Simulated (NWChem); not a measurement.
System: fluorine (F$_{2}$); SMILES FF

Input file for NWChem:

```
start job
memory heap 200 mb stack 900 mb global 1100 mb
geometry units angstroms noautosym nocenter noautoz
  F      0.000000     0.000000     0.688226
  F      0.000000     0.000000    -0.688226
end
basis spherical
  * library def2-svpd
end
dft
  xc pbe0
  iterations 150
end
tddft
  cis
  nroots 6
  notriplet
end
task tddft energy
```

Parts of the log:

```
             Northwest Computational Chemistry Package (NWChem) 7.3.0
             --------------------------------------------------------

                             Geometry "geometry" -> ""
                             -------------------------

 Output coordinates in angstroms (scale by  1.889725989 to convert to a.u.)

  No.       Tag          Charge          X              Y              Z
 ---- ---------------- ---------- -------------- -------------- --------------
    1 F                    9.0000     0.00000000     0.00000000     0.68822600
    2 F                    9.0000     0.00000000     0.00000000    -0.68822600

 Effective nuclear repulsion energy (a.u.)      31.1404663359

                                 NWChem DFT Module
                                 -----------------

 Summary of "ao basis" -> "ao basis" (spherical)
 ------------------------------------------------------------------------------
       Tag                 Description            Shells   Functions and Types
 ---------------- ------------------------------  ------  ---------------------
 F                         def2-svpd                 9       23   4s3p2d

            General Information
            -------------------
          SCF calculation type: DFT
          Wavefunction type:  closed shell.
          No. of atoms     :     2
          No. of electrons :    18
           Alpha electrons :     9
            Beta electrons :     9
          Charge           :     0
          Spin multiplicity:     1
          Use of symmetry is: off; symmetry adaption is: off
          Maximum number of iterations: 150
          AO basis - number of functions:    46
                     number of shells:    18
          Convergence on energy requested:  1.00D-06
          Convergence on density requested:  1.00D-05
          Convergence on gradient requested:  5.00D-04

              XC Information
              --------------
                         PBE0 Method XC Functional
                     Hartree-Fock (Exact) Exchange  0.250
          PerdewBurkeErnzerhof Exchange Functional  0.750
            Perdew 1991 LDA Correlation Functional  1.000 local
           PerdewBurkeErnz. Correlation Functional  1.000 non-local

             Grid Information
             ----------------
          Grid used for XC integration:  medium
          Radial quadrature: Mura-Knowles
          Angular quadrature: Lebedev.
          Tag              B.-S. Rad. Rad. Pts. Rad. Cut. Ang. Pts.
          ---              ---------- --------- --------- ---------
          F                   0.50       49           8.0       434
          Grid pruning is: on
          Number of quadrature shells:    98
          Spatial weights used:  Erf1

      Superposition of Atomic Density Guess
      -------------------------------------

 Sum of atomic energies:        -198.59446708

      Non-variational initial energy
      ------------------------------

 Total energy =    -198.410687
 1-e energy   =    -340.209700
 2-e energy   =     110.658547
 HOMO         =      -0.494607
 LUMO         =      -0.167574

   convergence    iter        energy       DeltaE   RMS-Dens  Diis-err
 ---------------- ----- ----------------- --------- --------- ---------
 d= 0,ls=0.0,diis     1   -199.1415359523 -2.30D+02  8.94D-03  3.93D-01
 d= 0,ls=0.0,diis     2   -199.1563178743 -1.48D-02  3.76D-03  1.82D-01
 d= 0,ls=0.0,diis     3   -199.1701110978 -1.38D-02  6.05D-04  3.01D-03
 d= 0,ls=0.0,diis     4   -199.1703294416 -2.18D-04  1.35D-04  1.46D-04
 d= 0,ls=0.0,diis     5   -199.1703408554 -1.14D-05  4.12D-06  2.80D-07
 d= 0,ls=0.0,diis     6   -199.1703408721 -1.67D-08  6.90D-08  4.12D-11

         Total DFT energy =     -199.170340872106
      One electron energy =     -339.575090385627
           Coulomb energy =      129.805733759695
    Exchange-Corr. energy =      -20.541450582068
 Nuclear repulsion energy =       31.140466335895

 Numeric. integr. density =       18.000000505924

                       DFT Final Molecular Orbital Analysis
                       ------------------------------------

 Vector    7  Occ=2.000000D+00  E=-5.787168D-01
              MO Center=  3.8D-10,  5.3D-10,  1.7D-08, r^2= 8.8D-01
   Bfn.  Coefficient  Atom+Function         Bfn.  Coefficient  Atom+Function
  ----- ------------  ---------------      ----- ------------  ---------------
     6      0.418885  1 F  py                29      0.418885  2 F  py
     9     -0.251345  1 F  py                32     -0.251345  2 F  py
     5      0.209717  1 F  px                28      0.209717  2 F  px
     8     -0.125837  1 F  px                31     -0.125837  2 F  px

 Vector    8  Occ=2.000000D+00  E=-4.358483D-01
              MO Center= -1.8D-10, -3.4D-10, -1.7D-08, r^2= 9.3D-01
   Bfn.  Coefficient  Atom+Function         Bfn.  Coefficient  Atom+Function
  ----- ------------  ---------------      ----- ------------  ---------------
     5      0.381587  1 F  px                28     -0.381587  2 F  px
     6      0.353154  1 F  py                29     -0.353154  2 F  py
     8     -0.242009  1 F  px                31      0.242009  2 F  px
     9     -0.223976  1 F  py                32      0.223976  2 F  py
    11     -0.049068  1 F  px                34      0.049068  2 F  px

 Vector    9  Occ=2.000000D+00  E=-4.358483D-01
              MO Center=  2.5D-10, -2.6D-10, -1.7D-08, r^2= 9.3D-01
   Bfn.  Coefficient  Atom+Function         Bfn.  Coefficient  Atom+Function
  ----- ------------  ---------------      ----- ------------  ---------------
     6     -0.381587  1 F  py                29      0.381587  2 F  py
     5      0.353154  1 F  px                28     -0.353154  2 F  px
     9      0.242009  1 F  py                32     -0.242009  2 F  py
     8     -0.223976  1 F  px                31      0.223976  2 F  px
    12      0.049068  1 F  py                35     -0.049068  2 F  py

 Vector   10  Occ=0.000000D+00  E=-1.321263D-01
              MO Center=  5.4D-10, -1.1D-09, -8.1D-10, r^2= 1.1D+00
   Bfn.  Coefficient  Atom+Function         Bfn.  Coefficient  Atom+Function
  ----- ------------  ---------------      ----- ------------  ---------------
     7      0.538086  1 F  pz                30      0.538086  2 F  pz
    10     -0.423448  1 F  pz                33     -0.423448  2 F  pz
     4      0.235012  1 F  s                 27     -0.235012  2 F  s
     3      0.226583  1 F  s                 26     -0.226583  2 F  s
    13     -0.211214  1 F  pz                36     -0.211214  2 F  pz

 Vector   11  Occ=0.000000D+00  E= 1.121505D-01
              MO Center=  1.0D-07, -1.2D-07,  1.4D-05, r^2= 8.3D+00
   Bfn.  Coefficient  Atom+Function         Bfn.  Coefficient  Atom+Function
  ----- ------------  ---------------      ----- ------------  ---------------
     4      3.627206  1 F  s                 27     -3.627214  2 F  s
    13     -2.101244  1 F  pz                36     -2.101240  2 F  pz
     7     -0.188440  1 F  pz                30     -0.188440  2 F  pz
    21      0.172096  1 F  d  0              44     -0.172095  2 F  d  0
     3      0.066257  1 F  s                 26     -0.066253  2 F  s

 Vector   12  Occ=0.000000D+00  E= 1.137443D-01
              MO Center=  1.8D-07, -2.0D-07, -1.4D-05, r^2= 5.0D+00
   Bfn.  Coefficient  Atom+Function         Bfn.  Coefficient  Atom+Function
  ----- ------------  ---------------      ----- ------------  ---------------
     4      0.880091  1 F  s                 27      0.880059  2 F  s
     3     -0.463033  1 F  s                 13      0.464603  1 F  pz
    26     -0.463033  2 F  s                 36     -0.464621  2 F  pz
     2     -0.112296  1 F  s                 25     -0.112296  2 F  s
    10     -0.097409  1 F  pz                33      0.097408  2 F  pz

     Multipole analysis of the density
     ---------------------------------

     L   x y z        total         alpha         beta         nuclear
     -   - - -        -----         -----         ----         -------
     0   0 0 0     -0.000000     -9.000000     -9.000000     18.000000

     1   1 0 0     -0.000000     -0.000000     -0.000000      0.000000
     1   0 1 0      0.000000      0.000000      0.000000      0.000000
     1   0 0 1     -0.000000     -0.000000     -0.000000      0.000000

[...]

                                NWChem TDDFT Module
                                -------------------

            General Information
            -------------------
           No. of orbitals :      92
            Alpha orbitals :      46
             Beta orbitals :      46
        Alpha frozen cores :       0
         Beta frozen cores :       0
     Alpha frozen virtuals :       0
      Beta frozen virtuals :       0
         Spin multiplicity :       1
    Number of AO functions :      46
        Use of symmetry is : off
      Symmetry adaption is : off
         Schwarz screening :  0.10D-07

              XC Information
              --------------
                  PBE0 Method XC Functional
              Hartree-Fock (Exact) Exchange   0.25
   PerdewBurkeErnzerhof Exchange Functional   0.75
     Perdew 1991 LDA Correlation Functional   1.00 local
    PerdewBurkeErnz. Correlation Functional   1.00 non-local

             TDDFT Information
             -----------------
          Calculation type : Tamm-Dancoff TDDFT
         Wavefunction type : Restricted singlets
          No. of electrons :      18
           Alpha electrons :       9
            Beta electrons :       9
              No. of roots :       6
          Max subspacesize :    5200
            Max iterations :     100
               Target root :       1
           Target symmetry : none
      Symmetry restriction : off
                 Algorithm : Optimal
        Davidson threshold :  0.10D-03

    6 smallest eigenvalue differences (eV)
--------------------------------------------------------
  No. Spin  Occ  Vir  Irrep   E(Occ)    E(Vir)   E(Diff)
--------------------------------------------------------
    1    1    9   10 a        -0.436    -0.132     8.265
    2    1    8   10 a        -0.436    -0.132     8.265
    3    1    7   10 a        -0.579    -0.132    12.152
    4    1    6   10 a        -0.579    -0.132    12.152
    5    1    5   10 a        -0.638    -0.132    13.777
    6    1    9   11 a        -0.436     0.112    14.912
--------------------------------------------------------

  Entering Davidson iterations
  Restricted singlet excited states

  Iter   NTrls   NConv    DeltaV     DeltaE      Time
  ----  ------  ------  ---------  ---------  ---------
    1      6       0     0.48E+00   0.10+100        0.8
    2     12       0     0.21E+00   0.10E+00        0.8
    3     18       0     0.19E+00   0.51E-01        0.9
    4     24       3     0.50E-01   0.99E-01        0.8
    5     27       4     0.56E-01   0.21E-01        0.6
    6     29       4     0.23E-02   0.23E-02        0.5
    7     31       4     0.12E-03   0.53E-05        0.5
    8     33       6     0.34E-04   0.95E-08        0.6
  ----  ------  ------  ---------  ---------  ---------
  Convergence criterion met

  Ground state a        -199.170340872106 a.u.

  ----------------------------------------------------------------------------
  Root   1 singlet a              0.183069971 a.u.                4.9816 eV
  ----------------------------------------------------------------------------
     Transition Moments    X  0.00070   Y -0.00076   Z -0.00000
     Dipole Oscillator Strength                    0.0000001318
     Electric Quadrupole                           0.0000000000
     Magnetic Dipole                               0.0000000000
     Total Oscillator Strength                     0.0000001318

     Occ.    9  a   ---  Virt.   10  a       -0.99741
     Occ.    9  a   ---  Virt.   11  a        0.05923
  ----------------------------------------------------------------------------
  Root   2 singlet a              0.183069972 a.u.                4.9816 eV
  ----------------------------------------------------------------------------
     Transition Moments    X -0.00077   Y -0.00071   Z -0.00000
     Dipole Oscillator Strength                    0.0000001343
     Electric Quadrupole                           0.0000000000
     Magnetic Dipole                               0.0000000000
     Total Oscillator Strength                     0.0000001343

     Occ.    8  a   ---  Virt.   10  a        0.99741
     Occ.    8  a   ---  Virt.   11  a       -0.05923
  ----------------------------------------------------------------------------
  Root   3 singlet a              0.324838596 a.u.                8.8393 eV
  ----------------------------------------------------------------------------
     Transition Moments    X -0.00000   Y  0.00000   Z -0.00000
     Dipole Oscillator Strength                    0.0000000000
     Electric Quadrupole                           0.0000000069
     Magnetic Dipole                               0.0000025807
     Total Oscillator Strength                     0.0000025876

     Occ.    6  a   ---  Virt.   10  a       -0.82357
     Occ.    6  a   ---  Virt.   11  a        0.05029
     Occ.    7  a   ---  Virt.   10  a        0.56226
  ----------------------------------------------------------------------------
  Root   4 singlet a              0.324838596 a.u.                8.8393 eV
  ----------------------------------------------------------------------------
     Transition Moments    X -0.00000   Y -0.00000   Z  0.00000
     Dipole Oscillator Strength                    0.0000000000
     Electric Quadrupole                           0.0000000069
     Magnetic Dipole                               0.0000025807
     Total Oscillator Strength                     0.0000025876

     Occ.    6  a   ---  Virt.   10  a       -0.56226
     Occ.    7  a   ---  Virt.   10  a       -0.82357
     Occ.    7  a   ---  Virt.   11  a        0.05029
  ----------------------------------------------------------------------------
  Root   5 singlet a              0.480305801 a.u.               13.0698 eV
  ----------------------------------------------------------------------------
     Transition Moments    X -0.00000   Y  0.00000   Z -0.00000
     Dipole Oscillator Strength                    0.0000000000
     Electric Quadrupole                           0.0000006221
     Magnetic Dipole                               0.0000017092
     Total Oscillator Strength                     0.0000023312

     Occ.    6  a   ---  Virt.   11  a        0.06465
     Occ.    9  a   ---  Virt.   12  a       -0.99261
     Occ.    9  a   ---  Virt.   17  a        0.08749
  ----------------------------------------------------------------------------
  Root   6 singlet a              0.480305801 a.u.               13.0698 eV
  ----------------------------------------------------------------------------
     Transition Moments    X  0.00000   Y  0.00000   Z  0.00000
     Dipole Oscillator Strength                    0.0000000000
     Electric Quadrupole                           0.0000006221
     Magnetic Dipole                               0.0000017092
     Total Oscillator Strength                     0.0000023312

     Occ.    7  a   ---  Virt.   11  a       -0.06465
     Occ.    8  a   ---  Virt.   12  a        0.99261
     Occ.    8  a   ---  Virt.   17  a       -0.08749

              Target root =      1
          Target symmetry = none
      Ground state energy =   -199.170340872106
        Excitation energy =      0.183069970944
     Excited state energy =   -198.987270901161

  stored tddft:energy   -198.98727090116125
```

Level: PBE0/def2-SVPD, TDA. Structure relaxed at the PBE0/def2-SVP level.
